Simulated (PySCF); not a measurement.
**Accurate constants of BN, step by step**

One table from this session's results is given with a row withheld; the runs are named, their logs left out.

Computed with PySCF 2.14.0. Level: CCSD(T) on ROHF, no relativity in the base curves; scalar relativity is added as a correction.

Set-up of the first run:

```yaml
molecule: BN
state: triplet, unpaired electrons σ ↑, π ↑
smaller_basis: B cc-pVTZ, N cc-pVTZ
larger_basis: B cc-pVQZ, N cc-pVQZ
frozen_core_orbitals: 2
extrapolation: correlation as n⁻³ (n = 3, 4), Hartree–Fock as (n+1)·exp(−9√n)
corrections: core–valence correlation, scalar relativity
distances_Å: 1.1634, 1.2163, 1.2692, 1.3221, 1.3749, 1.4410, 1.5071
masses_u: 11.0093, 14.0031
dissociation_limit: B + N
```

Launch:

```console
OMP_NUM_THREADS=4 python comp.py task.json out
```

Steps of the session up to this table: Coupled cluster at each distance.

One table of the session follows, with a row left open; its other results are not shown here.

It belongs to the step «Coupled cluster at each distance». Parts of the energy along the bond, in eV from B + N:

```
 R (Å)  HF/CBS  CCSD corr.      (T)  core–valence  relativity
1.1634  -1.724      -1.597  -0.1822       -0.0802      0.0035
1.2163  -2.210      -1.681  -0.2082       -0.0655      0.0045
1.2692  -2.396      -1.774  -0.2375       -0.0529      0.0051
1.3221  -2.360      -1.874  -0.2700       -0.0420      0.0055
1.3749       ?           ?        ?             ?           ?
1.4410  -1.763      -2.118  -0.3520       -0.0229      0.0055
1.5071  -1.258      -2.258  -0.3983       -0.0148      0.0052
```

**Question.** Estimate the row for R (Å) = 1.3749.

Worked estimate for «HF/CBS». A straight line through the neighbours (1.3221, -2.360) and (1.4410, -1.763) gives -2.360 + (-1.763 + 2.360) × (1.3749 − 1.3221) / (1.4410 − 1.3221) = -2.095; a parabola fitted to 4 rows on both sides gives -2.156.

**Answer.** HF/CBS: -2.164; CCSD corr.: -1.980; (T): -0.3053; core–valence: -0.0327; relativity: 0.0056. In «HF/CBS» the line misses by +0.069 and the parabola by +0.008.
